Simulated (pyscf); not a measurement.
AsH₃ + HO–SiH₃ → HO–AsH₂ + SiH₄ (four-centre exchange; singlet surface; As–H, O–Si broken, As–O, H–Si formed). PySCF, gas phase, ωB97X-D3(BJ)/def2-SVP geometries. MP2 and CC: frozen core, UHF for open shells. ΔMP2 is the change of the MP2 total energy from the triple- to the quadruple-zeta basis. Energies in kJ/mol from the separated reactants.

```tsv
level	barrier	reaction energy
r²SCAN/def2-TZVP	207.9	+117.4
B3LYP-D3(BJ)/def2-TZVP	214.0	+112.6
PBE0-D3(BJ)/def2-TZVP	[?]	+113.4
M06-2X/def2-TZVP	219.0	+114.5
MP2/def2-QZVPP	235.5	+123.2
CCSD/def2-TZVPP	246.3	+118.9
CCSD(T)/def2-TZVPP + ΔMP2(QZVPP)	[?]	[?]
```

Fill in the missing entries.


- PBE0-D3(BJ)/def2-TZVP, barrier: 205.0
- CCSD(T)/def2-TZVPP + ΔMP2(QZVPP), barrier: 233.8
- CCSD(T)/def2-TZVPP + ΔMP2(QZVPP), reaction energy: +119.2

One saddle was located; it need not be the lowest between these sides. The CCSD(T) − MP2 part came from Ansatz, without density fitting, on the same reference. The frozen core leaves the outer d or s,p core shells of the metals and heavy elements correlated in the MP2 and CC values, and def2-TZVPP describes them poorly, which can shift differences by a few kcal/mol. Elements up to Kr have no core potential and no relativistic terms here.
